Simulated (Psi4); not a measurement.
# SiH2ClO (SMILES O[SiH]Cl) at U-wB97M-V/def2-TZVP

Aim: the energy change on altering one bond length of SiH2ClO at U-wB97M-V/def2-TZVP, from 2 runs. 

Program for the calculation: Psi4 1.11.

3 further runs of the same task are left out: 1 that didn't finish, 2 set aside as unsound or not needed.

### Step 1. The structure to begin with

SiH2ClO: 5 atoms, total charge 0, spin state doublet. SMILES: `O[SiH]Cl`. The shape is that of a PBE0-D4/def2-TZVP optimisation. This is one conformer, not always the lowest.

Bond lengths: O1–Si2 1.639 Å, Si2–Cl3 2.065 Å, O1–H4 0.959 Å, Si2–H5 1.488 Å. Angles: O1–Si2–Cl3 111.1°, O1–Si2–H5 105.3°, Cl3–Si2–H5 108.3°, Si2–O1–H4 118.3°.

### Step 2. The energy at U-wB97M-V/def2-TZVP

Input file job.py:

```python
import psi4

psi4.set_memory(1600000000)
psi4.set_num_threads(1)
psi4.core.set_output_file('psi4.out', False)

mol = psi4.geometry("""
0 2
O
Si 1 1.639405
Cl 2 2.06545 1 111.11785
H 1 0.959402 2 118.3467 3 53.91755
H 2 1.488242 1 105.25757 4 170.88166
units angstrom
symmetry c1
""")

psi4.set_options({
    'reference': 'uks',
    'puream': True,
    'e_convergence': 1e-09,
    'd_convergence': 1e-08,
    'scf_type': 'pk',
    'dft_radial_points': 99,
    'dft_spherical_points': 590,
    'maxiter': 200,
})

e_tot, wfn = psi4.energy("wb97m-v/def2-TZVP", molecule=mol, return_wfn=True)
print(f'total energy {e_tot:.8f} hartree = {e_tot * 27.211386:.5f} eV')
```

Command:

```sh
$ python job.py
```

psi4.out, shortened:

```text
[...]
  Running in c1 symmetry.
[...]
  Nuclear repulsion =  141.009374423759937
[...]
  Multiplicity = 2
[...]
  Nalpha       = 21
  Nbeta        = 20
[...]
    Number of basis functions: 117
[...]
   @UKS iter   1:  -826.01509924320089   -3.89309e-01   5.57624e-03 ADIIS/DIIS
[...]
   @UKS iter  13:  -826.15405558129726   -5.45697e-12   4.18055e-09 DIIS
[...]
   @S^2 Observed:                7.514460887E-01
[...]
    Orbital Energies [Eh]
    ---------------------
    Alpha Occupied:
       1A   -101.867898     2A    -66.461434     3A    -19.359684
       4A     -9.641862     5A     -7.344150     6A     -7.339848
       7A     -7.339426     8A     -5.490155     9A     -3.807043
      10A     -3.804235    11A     -3.801937    12A     -1.159831
      13A     -0.951087    14A     -0.694754    15A     -0.581934
      16A     -0.521531    17A     -0.500066    18A     -0.472485
      19A     -0.436918    20A     -0.429594    21A     -0.295755
    Alpha Virtual:
      22A      0.066375    23A      0.090467    24A      0.129214
      25A      0.140037    26A      0.219085    27A      0.229623
[...]
  @UKS Final Energy:  -826.15405558129726
   => Energetics <=
    Nuclear Repulsion Energy =            141.0093744237599367
    One-Electron Energy =               -1422.2682791582494701
    Two-Electron Energy =                 499.4974258601772590
    DFT Exchange-Correlation Energy =     -44.5621400734604975
    Empirical Dispersion Energy =           0.0000000000000000
    VV10 Nonlocal Energy =                  0.1695633664754237
    Total Energy =                       -826.1540555812972570
[...]
 Multipole Moments:
 ------------------------------------------------------------------------------------
     Multipole            Electronic (a.u.)      Nuclear  (a.u.)        Total (a.u.)
 ------------------------------------------------------------------------------------
 L = 1.  Multiply by 2.5417464519 to convert [e a0] to [Debye]
 Dipole X            :         -0.9772106            0.5526317           -0.4245788
 Dipole Y            :         -2.5942291            2.7267341            0.1325050
 Dipole Z            :          1.9681553           -2.2625408           -0.2943855
 Magnitude           :                                                    0.5333738
[...]
```

On the terminal:

```text
Memory set to   1.490 GiB by Python driver.
  Threads set to 1 by Python driver.
total energy -826.15405558 hartree = -22480.79690 eV
```

Run time: 1.7 min. Hardware: 1 thread of Intel Xeon Platinum 8488C (Sapphire Rapids), shared host; peak memory 0.89 GiB.

### Step 3. The distorted shape, same level

Input file input.dat:

```
memory 1600 mb

molecule {
  0 2
  O
  Si 1 R2
  Cl 2 R3 1 A3
  H 1 R4 2 A4 3 D4
  H 2 R5 1 A5 4 D5

  R2 = 1.639405
  R3 = 3.0982
  A3 = 111.11785
  R4 = 0.959402
  A4 = 118.3467
  D4 = 53.91755
  R5 = 1.488242
  A5 = 105.25757
  D5 = 170.88166
  symmetry c1
}

set {
  basis def2-TZVP
  reference uks
  puream true
  e_convergence 1e-09
  d_convergence 1e-08
  scf_type pk
  dft_radial_points 99
  dft_spherical_points 590
  maxiter 200
}

energy_value, wavefunction = energy('wb97m-v', return_wfn=True)
print_variables()
```

Command:

```sh
$ psi4 input.dat output.dat -n 1
```

output.dat, shortened:

```text
[...]
  Running in c1 symmetry.
[...]
  Nuclear repulsion =  113.915258452045293
[...]
  Multiplicity = 2
[...]
  Nalpha       = 21
  Nbeta        = 20
[...]
    Number of basis functions: 117
[...]
   @UKS iter   1:  -825.87546763273463   -7.13168e-01   5.84666e-03 DIIS/ADIIS
[...]
   @UKS iter  18:  -826.06615549642424   -6.18456e-11   8.22778e-09 DIIS
[...]
   @S^2 Observed:                7.751098715E-01
[...]
    Orbital Energies [Eh]
    ---------------------
    Alpha Occupied:
       1A   -101.814758     2A    -66.516901     3A    -19.408002
       4A     -9.584022     5A     -7.291384     6A     -7.280917
       7A     -7.280812     8A     -5.543089     9A     -3.860115
      10A     -3.856393    11A     -3.854138    12A     -1.202184
      13A     -0.858313    14A     -0.735740    15A     -0.596817
      16A     -0.556086    17A     -0.526112    18A     -0.413114
      19A     -0.366599    20A     -0.366104    21A     -0.351756
    Alpha Virtual:
      22A     -0.029885    23A      0.032445    24A      0.102904
      25A      0.108081    26A      0.183397    27A      0.214269
[...]
  @UKS Final Energy:  -826.06615549642424
   => Energetics <=
    Nuclear Repulsion Energy =            113.9152584520452933
    One-Electron Energy =               -1368.1569809884190363
    Two-Electron Energy =                 472.4648215929548201
    DFT Exchange-Correlation Energy =     -44.4606897201925122
    Empirical Dispersion Energy =           0.0000000000000000
    VV10 Nonlocal Energy =                  0.1714351671872904
    Total Energy =                       -826.0661554964241304
[...]
 Multipole Moments:
 ------------------------------------------------------------------------------------
     Multipole            Electronic (a.u.)      Nuclear  (a.u.)        Total (a.u.)
 ------------------------------------------------------------------------------------
 L = 1.  Multiply by 2.5417464519 to convert [e a0] to [Debye]
 Dipole X            :         -0.9446291            0.5526317           -0.3919973
 Dipole Y            :         -2.1164683            4.0190100            1.9025417
 Dipole Z            :          1.7193862           -2.7616512           -1.0422650
 Magnitude           :                                                    2.2044598
[...]
```

Wall time 2.5 min (1 thread of Intel Xeon Platinum 8488C (Sapphire Rapids), shared host); peak memory 0.88 GiB.

### Step 4. Results

Level: U-wB97M-V/def2-TZVP.

| quantity | value |
| --- | --- |
| first shape: total energy | -826.15406 Eh |
| first shape: dipole moment | 1.36 D |
| first shape: HOMO energy (highest over α and β) | -8.05 eV |
| first shape: LUMO energy (lowest over α and β) | -0.85 eV |
| first shape: ⟨S²⟩ | 0.751 |
| distorted shape: total energy | -826.06616 Eh |
| distorted shape: dipole moment | 5.60 D |
| distorted shape: HOMO energy (highest over α and β) | -9.57 eV |
| distorted shape: LUMO energy (lowest over α and β) | -3.01 eV |
| distorted shape: ⟨S²⟩ | 0.775 |
| energy change with the Si2–Cl3 bond stretched from 2.065 to 3.098 Å | 2.392 eV |

In words: With the Si2–Cl3 bond stretched from 2.065 to 3.098 Å the energy rises by 2.39 eV (231 kJ/mol). The first shape isn't relaxed at this level, so the change isn't measured from a minimum.
